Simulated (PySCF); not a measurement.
Structure from 2D NMR

Compound of formula C3H2ClF. Correlations simulated from computed shifts and the bond graph:

HSQC (one-bond C–H):
| δH | δC |
| --- | --- |
| 5.98 | 100.8 |

HMBC (two and three bonds, from the bond graph):
| δH | δC |
| --- | --- |
| 5.98 | 212.6, 150.1 |

Carbons without hydrogens: δ 212.6, 150.1.

All values are calculated (PySCF 2.14): PBE0-D3(BJ)/def2-TZVP structure, GIAO B97-2/pcSseg-2 shieldings. Averaged over atoms made equivalent by symmetry, fast rotation or ring inversion, one computed conformer, non-relativistic Hamiltonian, no solvent model.

References, each an isolated molecule treated in the same way: TMS for 1H and 13C.

Exchangeable hydrogens are left out of these lists.

Assemble the structure.

## Answers

1-Chloro-1-Fluoroallene (C=C=C(F)Cl).

Atoms are numbered as in `[CH2:1]=[C:2]=[C:3]([F:4])[Cl:5]`; H(Xn) means a hydrogen on atom n.

1. δC 212.6 is C2, a central carbon of an allene.
2. δC 150.1 is C3, a terminal carbon of a cumulated C=C=C unit.
3. δC 100.8 is C1, a terminal carbon of a cumulated C=C=C unit (δH 5.98).
4. HMBC from δH 5.98 reaches the proton-free carbons C2, C3.

Carbons that carry Cl, above all several Cl atoms, come out too deshielded, partly because spin–orbit coupling is missing. Shifts are as computed. Against solution values, carbons near 30 ppm lie about +3 ppm off and those near 130 ppm about +7 ppm; carbons on Cl a further +5 ppm. Of 1211 compounds with measured shifts, 218 miss one by over three times the rms of a fit or turn the order of signals round; such compounds aren't used in these exercises.
